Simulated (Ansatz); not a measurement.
# AlH₄+ (singlet): from Hartree-Fock to the top rungs at distance Al1–H5 = 1.552 Å, cc-pVDZ

How much of the correlation energy of AlH₄+ (singlet) does each wave-function method recover here?

Program: Ansatz 0.2.0, Gaussian basis. Level of theory: cc-pVDZ, core rule «outside noble gas», up to 5 orbitals frozen. These are calculated values, not measurements.

To be run: UHF; CCSD(T) on RHF; BCCD(T) on RHF; CISD; CCSDT(Q) on RHF; CASSCF and MRCISD+Q, 2 electrons in 2 orbitals; CASSCF and NEVPT2, 2 electrons in 2 orbitals; Full CI.

47 further runs of the same task are left out: 33 for a known fault of the program, 9 that didn't finish, 5 set aside as unsound or not needed.

### 1 The system

The geometry derives from a PBE0/def2-TZVP stationary point (not a proven minimum). One bond is set to the value named and the two fragments are kept rigid.

5 atoms, charge 1, spin multiplicity 1.

Atoms are counted from 1 here; the program's logs count them from 0.

Bond lengths: Al1–H4 1.552 Å, Al1–H5 1.552 Å, H2–H3 0.770 Å. Angles: H4–Al1–H5 164.0°.

### 2 UHF

The input, in.yaml:

```yaml
crystal:
  periodic: [false, false, false]
  atoms:
    - {symbol: Al, position_ang: [0.000000, 0.000000, -0.118619]}
    - {symbol: H, position_ang: [0.000000, -0.384792, 1.922431]}
    - {symbol: H, position_ang: [0.000000, 0.384794, 1.922430]}
    - {symbol: H, position_ang: [0.000000, 1.536935, -0.334772]}
    - {symbol: H, position_ang: [0.000000, -1.536935, -0.334770]}
basis:
  gaussian: {orbitals: cc-pVDZ}
total_charge: 1
magnetization: {spin_polarized: true, initial_magnetization: 0}
hamiltonian: {xc: hf}
output: {orbitals: {seedname: orbitals}}
```

The run is started by

```console
> ansatz run in.yaml --threads 1 --pin off --events-out ev --progress --plain --max-ram 2393MiB
```

The runs that follow: CCSD(T) on RHF; BCCD(T) on RHF; CISD; CCSDT(Q) on RHF; CASSCF and MRCISD+Q, 2 electrons in 2 orbitals; CASSCF and NEVPT2, 2 electrons in 2 orbitals; Full CI.

**Question.** What will the summary of the whole plan be? Wanted: FCI below the RHF energy; RMP2 from FCI; RCCSD from FCI; RCCSD(T) from FCI; RCCSDT(Q) from FCI; NEVPT2 pair from FCI; T1 diagnostic; effectively unpaired electrons.

As calculated:

| quantity | value |
| --- | --- |
| FCI below the RHF energy | -2.8925 eV |
| RMP2 from FCI | +724.1 meV |
| RCCSD from FCI | +33.3 meV |
| RCCSD(T) from FCI | +9.1 meV |
| RCCSDT(Q) from FCI | +0.2 meV |
| NEVPT2 pair from FCI | +688.9 meV |
| levels within 1 kcal/mol (43 meV) | RCCSD, RCCSD(T), BCCD(T), RCCSDT, RCCSDT(Q) |
| T1 diagnostic | 0.009 |
| effectively unpaired electrons | 0.03 |

RCCSD(T) misses by +9.1 meV, 0.3 % of the correlation energy. One determinant dominates. These misses are within one basis, not against nature.
